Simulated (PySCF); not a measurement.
MgCl: one state, many levels of theory

State: ²Σ⁺ (doublet), unpaired electrons σ ↑. Set-up: Mg def2-SVP, Cl def2-SVP; no relativity (PySCF 2.14). De refers to Mg + Cl in their high-spin ground configurations, without counterpoise correction. The functionals are run spin-unrestricted. A positive dipole means Mg(−)Cl(+).

```json
{"Level": "UHF", "Re (Å)": "2.235", "ωe (cm⁻¹)": "474", "De (eV)": "2.92", "μ (D)": "-3.43"}
{"Level": "UHF-MP2", "Re (Å)": "2.233", "ωe (cm⁻¹)": "478", "De (eV)": "3.34", "μ (D)": "n/a"}
{"Level": "UHF-SCS-MP2", "Re (Å)": "2.235", "ωe (cm⁻¹)": "477", "De (eV)": "3.14", "μ (D)": "n/a"}
{"Level": "UHF-CCSD", "Re (Å)": "2.234", "ωe (cm⁻¹)": "477", "De (eV)": "2.92", "μ (D)": "n/a"}
{"Level": "UHF-CCSD(T)", "Re (Å)": "2.236", "ωe (cm⁻¹)": "475", "De (eV)": "2.97", "μ (D)": "n/a"}
{"Level": "PBE", "Re (Å)": "2.243", "ωe (cm⁻¹)": "452", "De (eV)": "3.41", "μ (D)": "-3.01"}
{"Level": "revPBE", "Re (Å)": "2.255", "ωe (cm⁻¹)": "445", "De (eV)": "3.30", "μ (D)": "-3.06"}
{"Level": "r²SCAN", "Re (Å)": "2.234", "ωe (cm⁻¹)": "463", "De (eV)": "3.66", "μ (D)": "-3.28"}
{"Level": "r²SCANh", "Re (Å)": "2.232", "ωe (cm⁻¹)": "466", "De (eV)": "3.61", "μ (D)": "-3.33"}
{"Level": "PBE0", "Re (Å)": "2.231", "ωe (cm⁻¹)": "464", "De (eV)": "3.39", "μ (D)": "-3.23"}
{"Level": "LC-ωPBE", "Re (Å)": "2.221", "ωe (cm⁻¹)": "476", "De (eV)": "3.47", "μ (D)": "-3.28"}
```

Task: Which functional lies closest to UHF-CCSD(T) in De, which farthest, and by how much do they differ from it?

Result: Closest is revPBE (+1.9 pm in Re, -6.3 % in ωe, +0.33 eV in De against UHF-CCSD(T) in the same basis), farthest r²SCAN (-0.2 pm in Re, -2.5 % in ωe, +0.69 eV in De). CCSD(T) converges more slowly with the basis than the functionals do and binds too weakly in this one, so the order can change at the basis-set limit.

Task: What does the step from GGA to meta-GGA do here, going from PBE to r²SCAN?

Result: r²SCAN less PBE: -0.9 pm in Re, +2.4 % in ωe, +0.25 eV in De. 

Task: What does second-order correlation do here, going from UHF to UHF-MP2?

Result: UHF-MP2 less UHF: -0.2 pm in Re, +0.8 % in ωe, +0.42 eV in De. Correlation nearly always deepens the well. The bond shortens, as in weak, metallic or heavy-atom bonds, where dispersion and the correlation of outer-core electrons pull the atoms together.

Correlated steps freeze 6 core orbitals. Correlated levels converge slowly with the basis: in double zeta they bind strong bonds too weakly, by up to about 1 eV, and carry superposition errors of some tenths. The state was picked by a PBE0 search and need not be the measured ground state.

The whole job (state search and all levels along the bond) took about 1.2 min on 1 thread of Arm Neoverse V2 (shared host), peak memory 0.41 GiB.
